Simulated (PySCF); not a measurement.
**PBE/def2-TZVPPD run of [NO2]− (nitrite)**

What is the vertical singlet–triplet gap of [NO2]− (nitrite) at PBE/def2-TZVPPD? 

The results are computed with PySCF 2.14.0.

1 further run of the same task is left out (set aside as unsound or not needed).

## Step 1: The molecule

[NO2]−: 3 atoms, total charge -1, spin state singlet. As SMILES, `O=N[O-]`. Geometry: relaxed at PBE0-D4/def2-TZVPD.

Bond lengths: O1–N2 1.245 Å, N2–O3 1.245 Å. Angles: O1–N2–O3 116.8°.

## Step 2: The energy at PBE/def2-TZVPPD

The input, input.py:

```python
from pyscf import gto, dft

mol = gto.Mole()
mol.atom = '''
O    0.322840   0.992650   0.287620
N    0.325750  -0.245400   0.151990
O   -0.648590  -0.747260  -0.439610
'''
mol.spin = 0
mol.verbose = 3
mol.charge = -1
mol.basis = 'def2-tzvppd'
mol.max_memory = 1860
mol.build()

ks = dft.RKS(mol, xc='pbe')
ks.grids.level = 5
ks.conv_tol = 1e-10
ks.kernel()
if not ks.converged:
    ks = ks.newton().run(ks.mo_coeff, ks.mo_occ)

energy = ks.e_tot
print('Final energy', energy)
```

The run is started by

```bash
OMP_NUM_THREADS=1 python input.py
```

The log of the run:

```text
converged SCF energy = -205.05411168397
Final energy -205.05411168397023
```

Run time: 10 s. Hardware: 1 thread of Arm Neoverse V2, shared host; peak memory 0.61 GiB.

## Step 3: The triplet at the same level

The input, geometry.xyz:

```xyz
3

O      0.322840     0.992650     0.287620
N      0.325750    -0.245400     0.151990
O     -0.648590    -0.747260    -0.439610
```

The input, job.py:

```python
from pyscf import gto, dft

mol = gto.M(
    atom='geometry.xyz',
    charge=-1,
    basis='def2-tzvppd',
    spin=2,
    verbose=4,
    max_memory=1860,
)

ks = dft.UKS(mol, xc='pbe')
ks.conv_tol = 1e-10
ks.grids.level = 5
ks.kernel()
if not ks.converged:
    ks = ks.newton().run(ks.mo_coeff, ks.mo_occ)

etot = ks.e_tot
print('E(%s) = %.9f' % ('PBE', etot))
```

The run is started by

```bash
OMP_NUM_THREADS=1 python job.py
```

The log of the run:

```text
PySCF version 2.14.0

[INPUT] num. atoms = 3
[INPUT] num. electrons = 24
[INPUT] charge = -1
[INPUT] spin (= nelec alpha-beta = 2S) = 2
[INPUT] symmetry False subgroup None
[INPUT] Mole.unit = angstrom
[INPUT] Symbol           X                Y                Z      unit          X                Y                Z       unit  Magmom
[INPUT]  1 O      0.322840000000   0.992650000000   0.287620000000 AA    0.610079182055   1.875836637550   0.543523027947 Bohr   0.0
[INPUT]  2 N      0.325750000000  -0.245400000000   0.151990000000 AA    0.615578285077  -0.463738790968   0.287219473673 Bohr   0.0
[INPUT]  3 O     -0.648590000000  -0.747260000000  -0.439610000000 AA   -1.225657467132  -1.412116743842  -0.830742501620 Bohr   0.0

nuclear repulsion = 63.5524637308991
number of shells = 41
number of NR pGTOs = 162
number of NR cGTOs = 117
basis = def2-tzvppd
ecp = {}

******** <class 'pyscf.dft.uks.UKS'> ********
method = UKS
initial guess = minao
damping factor = 0
level_shift factor = 0
DIIS = <class 'pyscf.scf.diis.CDIIS'>
diis_start_cycle = 1
diis_space = 8
diis_damp = 0
SCF conv_tol = 1e-10
SCF conv_tol_grad = None
SCF max_cycles = 50
direct_scf = True
direct_scf_tol = 1e-13
number electrons alpha = 13  beta = 11
XC library pyscf.dft.libxc version 7.0.0
    S. Lehtola, C. Steigemann, M. J.T. Oliveira, and M. A.L. Marques.,  SoftwareX 7, 1–5 (2018)
XC functionals = pbe
    J. P. Perdew, K. Burke, and M. Ernzerhof.,  Phys. Rev. Lett. 77, 3865 (1996)
    J. P. Perdew, K. Burke, and M. Ernzerhof.,  Phys. Rev. Lett. 78, 1396 (1997)
    J. P. Perdew, K. Burke, and M. Ernzerhof.,  Phys. Rev. Lett. 77, 3865 (1996)
    J. P. Perdew, K. Burke, and M. Ernzerhof.,  Phys. Rev. Lett. 78, 1396 (1997)
radial grids:
    Treutler-Ahlrichs [JCP 102, 346 (1995); DOI:10.1063/1.469408] (M4) radial grids

becke partition: Becke, JCP 88, 2547 (1988); DOI:10.1063/1.454033
pruning grids: <function nwchem_prune>
grids dens level: 5
symmetrized grids: False
atomic radii adjust function: <function treutler_atomic_radii_adjust>
small_rho_cutoff = 0
Set gradient conv threshold to 1e-05
tot grids = 128072
init E= -205.379636087595
[... the frontier-level lines of each cycle are left out ...]


cycle= 1 E= -204.780985200898  delta_E= 0.599  |g|= 0.708  |ddm|= 1.19


cycle= 2 E= -203.032731364002  delta_E= 1.75  |g|= 2.06  |ddm|= 9.83


cycle= 3 E= -204.952964075824  delta_E= -1.92  |g|= 0.138  |ddm|= 9.68


cycle= 4 E= -204.953979832665  delta_E= -0.00102  |g|= 0.148  |ddm|= 0.637


cycle= 5 E= -204.963176768356  delta_E= -0.0092  |g|= 0.026  |ddm|= 0.287


cycle= 6 E= -204.96341704021  delta_E= -0.00024  |g|= 0.00844  |ddm|= 0.0463


cycle= 7 E= -204.963353447359  delta_E= 6.36e-05  |g|= 0.0151  |ddm|= 0.0198


cycle= 8 E= -204.963448744423  delta_E= -9.53e-05  |g|= 0.000854  |ddm|= 0.0145


cycle= 9 E= -204.963449031115  delta_E= -2.87e-07  |g|= 0.000217  |ddm|= 0.00105


cycle= 10 E= -204.963449053052  delta_E= -2.19e-08  |g|= 4.38e-05  |ddm|= 0.000386


cycle= 11 E= -204.963449054249  delta_E= -1.2e-09  |g|= 2.6e-06  |ddm|= 0.000113


cycle= 12 E= -204.963449054254  delta_E= -5.46e-12  |g|= 1.05e-06  |ddm|= 7.17e-06


Extra cycle  E= -204.963449054253  delta_E= 1.65e-12  |g|= 2.63e-06  |ddm|= 2.59e-06
converged SCF energy = -204.963449054253  <S^2> = 2.0047762  2S+1 = 3.0031824
E(PBE) = -204.963449054
```

It took 20 s on 1 thread of Arm Neoverse V2, shared host; peak memory 0.62 GiB.

## Step 4: Outcome

At PBE/def2-TZVPPD:

| quantity | value |
| --- | --- |
| singlet: total energy | -205.05411 Eh |
| singlet: HOMO energy | 1.40 eV |
| singlet: LUMO energy | 4.33 eV |
| singlet: HOMO–LUMO gap (to an unbound level, set by the basis) | 2.93 eV |
| triplet: total energy | -204.96345 Eh |
| triplet: HOMO energy (highest over α and β) | 4.03 eV |
| triplet: ⟨S²⟩ | 2.005 |
| vertical energy of the triplet above the singlet | 2.467 eV |

What this shows: At this shape the triplet lies 2.47 eV (238 kJ/mol) above the singlet. The HOMO (singlet) lies at positive energy, 1.40 eV, as semi-local functionals often give for anions; only total energies tell whether the electron is bound. The HOMO (triplet) lies at positive energy, 4.03 eV, as semi-local functionals often give for anions; only total energies tell whether the electron is bound.
